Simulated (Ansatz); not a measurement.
Input file:

```yaml
crystal:
  periodic: [false, false, false]
  atoms:
    - {symbol: H, position_ang: [0.000000, 0.000000, -1.252000]}
    - {symbol: H, position_ang: [0.000000, 0.000000, -0.174000]}
    - {symbol: Cl, position_ang: [0.000000, 0.000000, 1.426000]}
basis:
  gaussian: {orbitals: cc-pVTZ, point_charges: [{charge: 0.50, position_ang: [2.753, 0.750, 0.398]}]}
magnetization: {spin_polarized: false, initial_magnetization: 1}
correlation: {method: ccsd, electrons: outside_noble_gas, diis_vectors: 4}
```

```sh
$ ansatz run in.yaml --threads 1 --pin off --events-out ev --progress --plain --max-ram 2393MiB
```

The program prints:

```
350 factors; integrals over basis functions are off by at most 1.3e-3 eV
mean field evaluation 1: about -12532.0156 eV, gradient 9.7e0 eV
mean field evaluation 2: about -12532.0176 eV, gradient 9.7e0 eV
mean field evaluation 4: about -12532.6050 eV, gradient 1.0e0 eV
mean field evaluation 8: about -12532.6323 eV, gradient 3.1e-1 eV
mean field evaluation 16: about -12532.6399 eV, gradient 1.6e-6 eV
mean field evaluation 32: about -12531.4381 eV, gradient 9.4e-1 eV
mean field evaluation 64: about -12531.2021 eV, gradient 7.4e-2 eV
mean field evaluation 96: about -12531.2046 eV, gradient 2.3e-1 eV
mean field evaluation 128: about -12531.2042 eV, gradient 2.8e-1 eV
mean field evaluation 160: about -12526.7309 eV, gradient 2.0e-3 eV
mean field -12532.63990877 eV, -460.5660217189 hartree, gradient 1.6e-6 eV, S^2 0.750000; 4 other end points of the search recorded, 0 dependent functions left out
determinant -12532.63990877 eV, -460.5660217189 hartree, with singles and doubles -12539.43050918 eV, -460.8155716810 hartree
determinant -12531.36182501 eV, -460.5190530069 hartree, with singles and doubles -12537.90116021 eV, -460.7593691429 hartree
determinant -12531.20211493 eV, -460.5131837699 hartree, with singles and doubles -12537.75056367 eV, -460.7538348222 hartree
5 core orbitals not correlated: weight in the atoms' cores, before any rotation towards them, 1.000 or more for the frozen orbitals, at most 0.000 for the correlated occupied ones
reference -12532.63990877 eV, -460.5660217189 hartree; 5, 4 occupied and 52, 53 virtual orbitals, 350 factors
second order -5.93414460 eV of doubles, -0.13860148 eV of singles
cycle   1  -6.73550486 eV  change   -1.7e-1 eV  update   1.3e-2
cycle   2  -6.74561932 eV  change   -1.0e-2 eV  update   2.9e-3
cycle   3  -6.74632217 eV  change   -7.0e-4 eV  update   1.2e-3
cycle   4  -6.74680990 eV  change   -4.9e-4 eV  update   5.4e-4
cycle   5  -6.74725095 eV  change   -4.4e-4 eV  update   3.0e-4
cycle   6  -6.74743499 eV  change   -1.8e-4 eV  update   1.3e-4
cycle   7  -6.74752101 eV  change   -8.6e-5 eV  update   6.2e-5
cycle   8  -6.74755860 eV  change   -3.8e-5 eV  update   3.8e-5
cycle   9  -6.74755716 eV  change    1.4e-6 eV  update   2.7e-5
cycle  10  -6.74755334 eV  change    3.8e-6 eV  update   1.8e-5
cycle  11  -6.74754477 eV  change    8.6e-6 eV  update   8.1e-6
Total energy: -12539.38745355 eV, -460.8139894157 hartree
```

Ran on 1 thread of Intel Xeon 6975P-C, shared host: 1.7 s wall, 0.17 GiB peak host memory.
